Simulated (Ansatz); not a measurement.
**One structure, 4 elements: Ta3Be, CaTa3, SrTa3, BaTa3**

Plane-wave DFT in Ansatz with scalar-relativistic PAW potentials, cutoff 420 eV, Γ-centred meshes chosen by cell and gap, Gaussian smearing with energies taken to zero width. Every cell was relaxed (cell and atoms) in a run of its own, within the symmetry of its start. Functional: PBE.

All members share space group Pm-3m and the same sites; only the element on one set of sites changes (Be, Ca, Sr, Ba). Members needn't be the stable form of their composition. Energies over the elements, where given, are against the elements' standard states in the same functional (H₂, N₂, O₂ and halogens uncorrected, Hg as a solid). The first member:

Space group Pm-3m (No. 221). a = 4.029 Å, b = 4.029 Å, c = 4.029 Å, α = 90.00°, β = 90.00°, γ = 90.00°
```json
{"atom": "Ta", "site": "3c", "symmetry": "4/mm.m", "x": "0.0000", "y": "0.5000", "z": "0.5000"}
{"atom": "Be", "site": "1a", "symmetry": "m-3m", "x": "0.0000", "y": "0.0000", "z": "0.0000"}
```

| compound | V (Å³/atom) | a (Å) | energy over elements (eV/atom) |
| --- | --- | --- | --- |
| Ta3Be | 16.35 | 4.029 | 0.158 |
| CaTa3 | 20.56 | 4.349 | 0.813 |
| BaTa3 | 21.98 | 4.446 | 1.343 |

Problem. Predict the member with Sr.

Solution. V (Å³/atom) 21.71, a (Å) 4.429, energy over elements (eV/atom) 1.170. Interpolating linearly in period between Ca and Ba would give 21.27 Å³/atom (2.0 % too small), with 1.078 eV/atom over the elements. Over the whole series the volume grows at each step down the group; all are metallic on the mesh; none is bound against its elements in this structure, and Be comes closest.

Spin-orbit coupling is left out, which matters for the bands of heavy elements.